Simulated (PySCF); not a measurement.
# HBS (hydrogen boron sulfide): CCSDTQ/STO-3G

What is the energy change on altering one bond length of HBS (hydrogen boron sulfide) at CCSDTQ/STO-3G? Input form: a Python script.

The results are computed with PySCF 2.14.0.

9 further runs of the same task are left out: 9 set aside as unsound or not needed.

**1. The molecule**

The species is HBS (3 atoms), meant as a singlet with charge 0. SMILES: `B=S`. Geometry: relaxed at GFN2-xTB.

Bond lengths: B1–S2 1.592 Å, B1–H3 1.144 Å. Angles: S2–B1–H3 179.9°.

**2. The energy at CCSDTQ/STO-3G**

Input file job.py:

```python
from pyscf import gto, scf, cc

mol = gto.M(
    atom='B -0.041030 -0.016100 0.142540; S 0.395320 0.146510 -1.379660; H -0.354300 -0.130410 1.237110',
    max_memory=1860,
    spin=0,
    basis='sto-3g',
    verbose=4,
)

calc0 = scf.RHF(mol)
calc0.conv_tol = 1e-10
calc0.kernel()
if not calc0.converged:
    calc0 = calc0.newton().run(calc0.mo_coeff, calc0.mo_occ)

mycc = cc.CCSDTQ(calc0, frozen=6)
mycc.kernel()
energy = mycc.e_tot
print('E(%s) = %.9f' % ('CCSDTQ', energy))
```

Launch:

```
OMP_NUM_THREADS=1 python job.py
```

Output:

```text
PySCF version 2.14.0

[INPUT] num. atoms = 3
[INPUT] num. electrons = 22
[INPUT] charge = 0
[INPUT] spin (= nelec alpha-beta = 2S) = 0
[INPUT] symmetry False subgroup None
[INPUT] Mole.unit = angstrom
[INPUT] Symbol           X                Y                Z      unit          X                Y                Z       unit  Magmom
[INPUT]  1 B     -0.041030000000  -0.016100000000   0.142540000000 AA   -0.077535462891  -0.030424590605   0.269361561796 Bohr   0.0
[INPUT]  2 S      0.395320000000   0.146510000000  -1.379660000000 AA    0.747046531563   0.276863774510  -2.607179545017 Bohr   0.0
[INPUT]  3 H     -0.354300000000  -0.130410000000   1.237110000000 AA   -0.669529965933  -0.246439183905   2.337799085961 Bohr   0.0

nuclear repulsion = 32.0014586742696
number of shells = 9
number of NR pGTOs = 45
number of NR cGTOs = 15
basis = sto-3g
ecp = {}

******** <class 'pyscf.scf.hf.RHF'> ********
method = RHF
initial guess = minao
damping factor = 0
level_shift factor = 0
DIIS = <class 'pyscf.scf.diis.CDIIS'>
diis_start_cycle = 1
diis_space = 8
diis_damp = 0
SCF conv_tol = 1e-10
SCF conv_tol_grad = None
SCF max_cycles = 50
direct_scf = True
direct_scf_tol = 1e-13
Set gradient conv threshold to 1e-05
Initial guess from minao.
init E= -417.98145143787
  HOMO = -0.301076551356828  LUMO = 0.183489816303003  gap/eV = 13.18572
cycle= 1 E= -418.024630727694  delta_E= -0.0432  |g|= 0.461  |ddm|= 2.17
  HOMO = -0.249551753184284  LUMO = 0.232349407423128  gap/eV = 13.11320
cycle= 2 E= -418.054540898148  delta_E= -0.0299  |g|= 0.442  |ddm|= 1.31
  HOMO = -0.284354066701115  LUMO = 0.28413969137514  gap/eV = 15.46950
cycle= 3 E= -418.120851928135  delta_E= -0.0663  |g|= 0.0262  |ddm|= 0.61
  HOMO = -0.294285221217593  LUMO = 0.28886729861847  gap/eV = 15.86839
cycle= 4 E= -418.121271892527  delta_E= -0.00042  |g|= 0.00334  |ddm|= 0.0735
  HOMO = -0.291964289610899  LUMO = 0.286988461302116  gap/eV = 15.75411
cycle= 5 E= -418.121281790803  delta_E= -9.9e-06  |g|= 0.00149  |ddm|= 0.0119
  HOMO = -0.292312712479904  LUMO = 0.287467921351802  gap/eV = 15.77663
cycle= 6 E= -418.121282840634  delta_E= -1.05e-06  |g|= 0.000426  |ddm|= 0.00373
  HOMO = -0.292471174408905  LUMO = 0.287571049868055  gap/eV = 15.78375
cycle= 7 E= -418.121282919396  delta_E= -7.88e-08  |g|= 9.41e-06  |ddm|= 0.00124
  HOMO = -0.292468920176893  LUMO = 0.287567788647867  gap/eV = 15.78360
cycle= 8 E= -418.121282919439  delta_E= -4.32e-11  |g|= 5.09e-07  |ddm|= 3e-05
  HOMO = -0.292468620733073  LUMO = 0.28756771656701  gap/eV = 15.78359
Extra cycle  E= -418.121282919439  delta_E= -3.41e-13  |g|= 1.56e-07  |ddm|= 1.21e-06
converged SCF energy = -418.121282919439

******** <class 'pyscf.cc.rccsdtq.RCCSDTQ'> ********
RCCSDTQ nocc = 5, nmo = 9
Allocating only the i<=j<=k<=l part of the T4 amplitude in memory
frozen orbitals 6
max_cycle = 50
conv_tol = 1e-07
conv_tol_normt = 1e-06
diis with the T4 amplitude
diis_space = 6
diis_start_cycle = 0
diis_start_energy_diff = 1e+09
einsum_backend: numpy
_make_eris_incore_RCCSDTQ
blksize  4

WARN: A large `blksize` is being used, which may cause large memory consumption
      for storing contraction intermediates. If memory is sufficient, consider using
      `pyscf.cc.rccsdtq_highm.RCCSDTQ` instead.

Approximate memory usage estimate
    T4 memory                 140 KB
    R4 memory                 140 KB
    Symmetrized T4 memory     140 KB
    ERIs memory              51.3 KB
    T1-ERIs memory           51.3 KB
    Intermediates memory      100 KB
Init t2, MP2 energy = -418.223730432584  E_corr(MP2) -0.102447513145
Init E_corr(RCCSDTQ) = -0.102447513145225
cycle =  1  E_corr(RCCSDTQ) = -0.099059234904  dE =  3.388278240801e-03  norm(d tamps) = 1.10262602e-01
cycle =  2  E_corr(RCCSDTQ) = -0.119323581189  dE = -2.026434628469e-02  norm(d tamps) = 6.88261730e-02
cycle =  3  E_corr(RCCSDTQ) = -0.114307020331  dE =  5.016560858081e-03  norm(d tamps) = 4.40007373e-02
cycle =  4  E_corr(RCCSDTQ) = -0.117675311414  dE = -3.368291083064e-03  norm(d tamps) = 1.13285531e-02
cycle =  5  E_corr(RCCSDTQ) = -0.117681781728  dE = -6.470313628826e-06  norm(d tamps) = 1.92494778e-03
cycle =  6  E_corr(RCCSDTQ) = -0.117728243546  dE = -4.646181782277e-05  norm(d tamps) = 1.14688991e-03
cycle =  7  E_corr(RCCSDTQ) = -0.117747848666  dE = -1.960512042848e-05  norm(d tamps) = 2.20558428e-04
cycle =  8  E_corr(RCCSDTQ) = -0.117733528576  dE =  1.432008991294e-05  norm(d tamps) = 1.10859937e-04
cycle =  9  E_corr(RCCSDTQ) = -0.117733471346  dE =  5.722969910471e-08  norm(d tamps) = 4.63752941e-05
cycle = 10  E_corr(RCCSDTQ) = -0.117734931233  dE = -1.459886610850e-06  norm(d tamps) = 1.94344395e-05
cycle = 11  E_corr(RCCSDTQ) = -0.117734748790  dE =  1.824428916691e-07  norm(d tamps) = 8.20614404e-06
cycle = 12  E_corr(RCCSDTQ) = -0.117734645034  dE =  1.037558982897e-07  norm(d tamps) = 2.71959690e-06
cycle = 13  E_corr(RCCSDTQ) = -0.117734846450  dE = -2.014153727553e-07  norm(d tamps) = 1.52556363e-06
cycle = 14  E_corr(RCCSDTQ) = -0.117734964080  dE = -1.176303022071e-07  norm(d tamps) = 5.42308579e-07
cycle = 15  E_corr(RCCSDTQ) = -0.117734951710  dE =  1.237026245327e-08  norm(d tamps) = 1.33299594e-07
RCCSDTQ converged
E(RCCSDTQ) = -418.2390178711488   E_corr = -0.1177349517096008
E_corr(same-spin) = -0.0194841295558549
E_corr(oppo-spin) = -0.0982508221537458
E(CCSDTQ) = -418.239017871
```

It took 2.5 s on 1 thread of Arm Neoverse V2, shared host; peak memory 0.11 GiB.

**3. The distorted shape at the same level**

Input file input.py:

```python
from pyscf import gto, scf, cc

mol = gto.Mole()
mol.atom = [
    ('B', (0.115615, 0.041059, -0.404781)),
    ('S', (0.551965, 0.203669, -1.926981)),
    ('H', (-0.354300, -0.130410, 1.237110)),
]
mol.max_memory = 1860
mol.verbose = 3
mol.basis = 'sto-3g'
mol.spin = 0
mol.build()

myscf = scf.RHF(mol)
myscf.conv_tol = 1e-10
myscf.kernel()
if not myscf.converged:
    myscf = myscf.newton().run(myscf.mo_coeff, myscf.mo_occ)

mycc = cc.CCSDTQ(myscf, frozen=6)
mycc.kernel()
e_final = mycc.e_tot
print(f'total energy: {e_final:.8f} hartree')
```

Launch:

```
OMP_NUM_THREADS=1 python input.py
```

Output:

```text
converged SCF energy = -418.008289196951
_make_eris_incore_RCCSDTQ

WARN: A large `blksize` is being used, which may cause large memory consumption
      for storing contraction intermediates. If memory is sufficient, consider using
      `pyscf.cc.rccsdtq_highm.RCCSDTQ` instead.

RCCSDTQ converged
E(RCCSDTQ) = -418.1554631535353   E_corr = -0.1471739565843926
E_corr(same-spin) = -0.0190853008316071
E_corr(oppo-spin) = -0.128088655752786
total energy: -418.15546315 hartree
```

It took 2.8 s on 1 thread of Arm Neoverse V2, shared host; peak memory 0.11 GiB.

**4. Summary of results**

Level: CCSDTQ/STO-3G, 6 core orbitals frozen.

| quantity | value |
| --- | --- |
| first shape: total energy | -418.23902 Eh |
| first shape: dipole moment (Hartree–Fock density) | 0.97 D |
| first shape: HOMO energy (Hartree–Fock orbitals) | -7.96 eV |
| first shape: LUMO energy (Hartree–Fock orbitals) | 7.83 eV |
| first shape: HOMO–LUMO gap (Hartree–Fock orbitals) | 15.78 eV |
| first shape: correlation energy (6 core orbitals frozen) | -117.7 mEh |
| first shape: T1 diagnostic | 0.023 |
| distorted shape: total energy | -418.15546 Eh |
| distorted shape: dipole moment (Hartree–Fock density) | 1.01 D |
| distorted shape: HOMO energy (Hartree–Fock orbitals) | -7.98 eV |
| distorted shape: LUMO energy (Hartree–Fock orbitals) | 7.93 eV |
| distorted shape: HOMO–LUMO gap (Hartree–Fock orbitals) | 15.91 eV |
| distorted shape: correlation energy (6 core orbitals frozen) | -147.2 mEh |
| distorted shape: T1 diagnostic | 0.024 |
| energy change with the B1–H3 bond stretched from 1.144 to 1.716 Å | 2.274 eV |

**Reading.** With the B1–H3 bond stretched from 1.144 to 1.716 Å the energy rises by 2.27 eV (219 kJ/mol). The first shape isn't relaxed at this level, so the change isn't measured from a minimum. The minimal basis adds a large error of its own.
